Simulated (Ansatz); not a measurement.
C4H7NO can be A, `CN/C=C/C=O`, or B, `CC1=NCCO1`.

Program: Ansatz. Geometries: PBE0-D4/def2-TZVP. ΔE: electronic, gas phase. CCSD(T)/CBS adds triple-zeta CCSD(T) − MP2 to the extrapolated MP2 energy (def2 sets, frozen cores). DFT in def2-TZVPP. B3LYP here is the variant with VWN-RPA as its local correlation; programs differ in this. One conformer a species, not always the lowest.

Task: Which is lower in electronic energy at CCSD(T)/CBS, and by how much? (Best estimate.)

Result: The calculation gave: B, by 55.3 kJ/mol.

Task: Give E(B) − E(A) in kJ/mol with B3LYP-D4, HF/def2-TZVPP, PBE-D4, CCSD(T)/def2-SVP, ωB97M-V, CCSD/def2-TZVPP, CCSD(T)/def2-TZVPP. (An estimate is asked.)

Result: Computed: B3LYP-D4 -27.2, HF/def2-TZVPP -44.6, PBE-D4 -31.9, CCSD(T)/def2-SVP -51.3, ωB97M-V -52.9, CCSD/def2-TZVPP -59.8, CCSD(T)/def2-TZVPP -57.9. None reverses the order clearly.

Task: Does the order hold for the free energy at 298.15 K (harmonic terms from PBE0-D4)? (Best estimate.)

Result: Computed: Yes: G(B) − G(A) = -46.3 kJ/mol, for one conformer each. Modes under 60 cm⁻¹, often nearly free rotors, make the harmonic entropy too high.

Largest T1 diagnostic: 0.015.

From PBE to PBE0 (25 % exact exchange), in def2-TZVPP and without D4, E(B) − E(A) moves by −17.0 kJ/mol. The D4 term adds −4.6 kJ/mol with B3LYP and −2.3 kJ/mol with PBE0; it sums over pairs of atoms, weighted by their polarisabilities, and B3LYP, whose exchange is more repulsive, gets the larger term.
